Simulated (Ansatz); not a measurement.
**LiF (SMILES [Li][F]): one structure at several levels**

An exercise on one series of results from a longer session: the logs are not shown, and one member is left open.

The runs use Ansatz 0.2.0, Gaussian basis; single points in def2-TZVPP.

Correlated methods freeze the cores. The outer core shell of Li, Na, Mg and K is correlated.

**Where the work starts**

SMILES `[Li][F]`, 2 atoms, charge 0, spin multiplicity 1.

Atoms are counted from 1 here; the program's logs count them from 0.

Bond lengths: Li1–F2 1.473 Å.

Geometry (Å):

```mol
FLi
  3D, bonds by distance, orders not assigned

  2  1  0  0  0  0  0  0  0  0999 V2000
   -0.6545    0.3272   -0.2311 Li  0  0
    0.6326   -0.1884    0.2652 F   0  0
  1  2  8  0
M  END
```

The first run:

The input, run/in.yaml:

```yaml
crystal:
  periodic: [false, false, false]
  atoms:
    - {symbol: Li, position_ang: [-0.654500, 0.327200, -0.231100]}
    - {symbol: F, position_ang: [0.632600, -0.188400, 0.265200]}
basis:
  gaussian: {orbitals: def2-TZVPP}
correlation: {method: ccsd_t}
output: {forces: true}
```

No record of the launch command was kept for these runs.

Steps of the session up to this table: CCSD(T)/def2-TZVPP; PBE0-D4/def2-TZVPP; wB97M-V/def2-TZVPP; r2SCAN-D4/def2-TZVPP; PBE-D4/def2-TZVPP; r2SCANh-D4/def2-TZVPP; r2SCAN0-D4/def2-TZVPP.

One of the session's tables, all rows but one given; the rest of the session is left out.

```
    method  RMS force component (eV/Å)  dipole (D)
   CCSD(T)                       1.169        5.91
   PBE0-D4                           ?           ?
   wB97M-V                       1.128        5.79
 r2SCAN-D4                       1.161        5.83
    PBE-D4                       1.179        5.63
r2SCANh-D4                       1.122        5.86
r2SCAN0-D4                       1.065        5.92
```

Estimate the missing values for PBE0-D4.

As computed: RMS force component (eV/Å): 1.062; dipole (D): 5.80. In the column «RMS force component (eV/Å)» it is the lowest.
